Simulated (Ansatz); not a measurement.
# Property card for W

All numbers below come from DFT r2SCAN, scalar-relativistic, plane waves, PAW in Ansatz.

Plane waves to 500 eV, a k mesh through Γ of 8×8×8 on the computed 8-atom cell and Gaussian smearing (0.10 eV); no spin polarisation.

The structure is relaxed at this level of theory with its symmetry kept. This form isn't the element's structure at ambient conditions.

```yaml
crystal:
  lattice:
    - [5.05303, 0.00000, 0.00000]
    - [0.00000, 5.05303, 0.00000]
    - [0.00000, 0.00000, 5.05303]
  atoms:
    - { symbol: W, position: [0.00000, 0.00000, 0.00000] }
    - { symbol: W, position: [0.50000, 0.50000, 0.50000] }
    - { symbol: W, position: [0.00000, 0.50000, 0.25000] }
    - { symbol: W, position: [0.00000, 0.50000, 0.75000] }
    - { symbol: W, position: [0.25000, 0.00000, 0.50000] }
    - { symbol: W, position: [0.75000, 0.00000, 0.50000] }
    - { symbol: W, position: [0.50000, 0.75000, 0.00000] }
    - { symbol: W, position: [0.50000, 0.25000, 0.00000] }
```

Question: Formation energy from the elements' standard states (uncorrected)?

Answer: +0.111 eV/atom.

Question: Density of states at the Fermi level?

Answer: 2.09 states/eV per cell.

Question: Löwdin character within 0.5 eV of the Fermi level?

Answer: W 5d 89 %, unprojected 4 %.

Question: Bulk modulus?

Answer: 314 GPa.

Question: Its pressure derivative?

Answer: 4.2.

Question: Bader charges (e)?

Answer: W (2 in the cell) -0.25, W (6 in the cell) 0.08.

Spin-orbit coupling is left out, which matters for the bands of heavy elements.